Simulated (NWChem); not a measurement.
# Total energies of B (-1)

```xyz
1

B      0.0000     0.0000     0.0000
```
Charge -1, spin multiplicity 3.

Program: NWChem.

Basis set: aug-cc-pVTZ (46 functions).

```csv
method,total energy (Ha),relative cost
UHF,-24.52095,1
UMP2,-24.58421,under 3
UB2PLYP,-24.64531,under 3
UPBE,-24.63243,under 3
UB3LYP,-24.68071,under 3
Ur2SCAN,-24.65804,under 3
```

Total energies of different functionals aren't comparable as a measure of quality: only differences taken within one method are. Costs are rough ratios of processor time within this set of runs, SCF included, with UHF as 1.

The correlated methods keep 1 core orbital frozen. B3LYP has NWChem's definition, with VWN1-RPA local correlation. The stability of the SCF solutions was not checked. Open-shell Hartree-Fock references start from PBE0 orbitals; any time given for them includes that run.
